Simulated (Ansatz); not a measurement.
Calculated with Ansatz (gas phase, PBE0-D4/def2-TZVP geometries, no zero-point term in ΔE). CCSD(T)/CBS adds triple-zeta CCSD(T) − MP2 to the extrapolated MP2 energy (def2 sets, frozen cores). This one scheme is used for every species. Functionals use def2-TZVPP. One conformer a species, not always the lowest.

Reaction (formal loss of a carbene): `FCC1=CC1` → `C1=CC1` + `[CH]F`

**Question.** Is it downhill or uphill in electronic energy at CCSD(T)/CBS, and by how much? (Best estimate.)

**Answer.** The calculation gave: Uphill: ΔE = +3.96 eV.

**Question.** What do these levels give: LDA (SPW92), revPBE-D4, r2SCAN-D4, r2SCAN0-D4, BHLYP-D4, revPBE, LC-ωPBE, CCSD(T)/def2-SVP, SCS-MP2/def2-TZVPP, HF/def2-QZVPP, MP2/def2-QZVPP, MP2/CBS(def2)? (Best estimate.)

**Answer.** Ansatz gave: LDA (SPW92) 4.73, revPBE-D4 4.06, r2SCAN-D4 4.23, r2SCAN0-D4 4.28, BHLYP-D4 4.05, revPBE 3.88, LC-ωPBE 4.20, CCSD(T)/def2-SVP 3.95, SCS-MP2/def2-TZVPP 4.02, HF/def2-QZVPP 3.54, MP2/def2-QZVPP 4.24, MP2/CBS(def2) 4.27 eV.

**Question.** What do rigid-rotor, harmonic-oscillator terms from PBE0-D4/def2-TZVP frequencies (298.15 K, 1 bar) make of the CCSD(T)/CBS value? (An estimate is asked.)

**Answer.** Computed: ΔZPE = -0.25 eV, ΔH = +3.76 eV, ΔS = 160 J/(mol·K), ΔG = +3.27 eV.

Largest T1 diagnostic among the species: 0.018.

The D4 term adds +0.10 eV with B3LYP and +0.05 eV with PBE0; it sums over pairs of atoms, weighted by their polarisabilities, and B3LYP, whose exchange is more repulsive, gets the larger term. From r2SCAN to r2SCAN0 (25 % exact exchange), in def2-TZVPP and without D4, ΔE moves by +0.05 eV. In def2-TZVPP, CCSD(T) changes the Hartree–Fock value by +0.37 eV (the triples alone add +0.02 eV) and MP2 by +0.67 eV.

B3LYP here is the variant with VWN-RPA as its local correlation; programs differ in this.
